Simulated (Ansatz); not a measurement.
C4H7FO, SMILES `CO/C(C)=C\F` at its PBE0-D4/def2-TZVP geometry, where that method's forces vanish. The species carries charge 0 and has multiplicity 1.

```xyz
13

C    -0.9469   -0.0812    1.7203
O    -0.5187   -0.7278    0.5360
C     0.1892   -0.0436   -0.3847
C     0.5511   -0.9159   -1.5368
C     0.5692    1.2339   -0.3737
F     0.2984    2.1162    0.6096
H    -1.4804   -0.8389    2.2925
H    -1.6192    0.7505    1.4994
H    -0.0986    0.2859    2.3018
H     1.1216   -0.3670   -2.2851
H    -0.3528   -1.3140   -2.0050
H     1.1466   -1.7654   -1.1925
H     1.1403    1.6673   -1.1819
```

Problem. What forces (eV/Å) does r2SCAN-D4/def2-TZVPP give on these atoms in Ansatz? (An estimate is asked.)

Solution. Ansatz gave: 
```
C1  -0.110  0.171  0.306
O2  -0.072 -0.361 -0.073
C3   0.070 -0.033 -0.150
C4   0.025 -0.058 -0.077
C5   0.162  0.043 -0.277
F6  -0.082  0.237  0.284
H7   0.014  0.012 -0.019
H8   0.011 -0.003 -0.005
H9  -0.003  0.001 -0.012
H10 -0.016 -0.017  0.020
H11  0.011 -0.005  0.003
H12 -0.010  0.000 -0.009
H13  0.000  0.012  0.008
```
